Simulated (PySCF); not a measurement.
Working out the ionisation energy of Si

Si [Ne] 3s2 3p2 (3P) → Si⁺ [Ne] 3s2 3p1 (2P). All numbers are calculated (PySCF 2.14, the spin-free X2C one-electron Hamiltonian (Gaussian nucleus), in x2c-TZVPPall with one added diffuse shell each of s, p, d type (6s6p4d1f, 51 functions)). Frozen: 1s2. Energies in hartree (1 hartree = 27.21139 eV):

| part | Si (lower) | Si⁺ (upper) |
| --- | --- | --- |
| UHF | -289.454361 | -289.174077 |
| MP2 opposite-spin | -0.154125 | -0.146536 |
| MP2 same-spin | -0.056096 | -0.049093 |

Problem. What does Hartree-Fock give?

Solution. (-289.174077) − (-289.454361) = 0.280284 hartree = 7.627 eV.

Problem. What do MP2 and SCS-MP2 (6/5 opposite-spin, 1/3 same-spin) give?

Solution. The opposite-spin parts differ by 0.207 eV and the same-spin parts by 0.191 eV. MP2: 7.627 + (0.207) + (0.191) = 8.025 eV. SCS-MP2: 7.627 + 1.2 × (0.207) + (0.191)/3 = 7.939 eV.

Measured between the centres of the two terms (NIST): 8.157 eV, so MP2 (valence and next inner shell) is off by -0.132 eV.

What remains against the reference includes basis incompleteness, the frozen core and correlation beyond second order.
